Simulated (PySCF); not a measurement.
hydrogen peroxide (H2O2), SMILES OO. Atoms are numbered in the order given.

```xyz
4

O      0.1158     0.7234    -0.0576
O     -0.1158    -0.7234    -0.0576
H     -0.6597     1.0155     0.4612
H      0.6597    -1.0155     0.4612
```

The structure is a stationary point at PBE-D3(BJ)/def2-TZVP.

Computed with PBE0/def2-TZVPD run with PySCF.

ESP charges are fitted to the potential on shells at 1.4 to 2.0 van der Waals radii. Atomic charges (e):

```csv
atom,IAO,ESP fit
O1,(withheld),-0.37
O2,(withheld),-0.37
H3,(withheld),0.37
H4,(withheld),0.37
```

**Question.** Fill in the missing entries. (An estimate is asked for; the answer gives what the named calculation found.)

**Answer.** 
- O1, IAO: -0.39
- O2, IAO: -0.39
- H3, IAO: 0.39
- H4, IAO: 0.39
